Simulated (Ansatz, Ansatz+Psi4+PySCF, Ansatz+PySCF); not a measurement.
| atom | x (Å) | y (Å) | z (Å) |
| --- | --- | --- | --- |
| H | 1.2662 | -0.2114 | -0.0284 |
| S | -0.0074 | 0.2368 | -0.0257 |
| H | -0.4852 | -1.1282 | -0.0223 |
| H | -0.7880 | -2.2247 | -0.0098 |

Basis set: cc-pVTZ on H; cc-pV(T+d)Z on S (spherical functions). Correlated methods keep 5 orbitals frozen. Correlation on ROHF uses semicanonical orbitals with singles. Charge 0, multiplicity 2.

Computed with Ansatz (development build ahead of 0.2.0); each method stands on the lowest determinant of its kind that the runs found.

Question: Give the atomization energy at this shape (free ground-state atoms in the same class of orbitals less the molecule, no zero-point energy) of doublet H3S by ROHF-MP2, UHF-MP2.

Answer:

```csv
method,atomization energy
ROHF-MP2,701.0 kJ/mol
UHF-MP2,704.5 kJ/mol
```
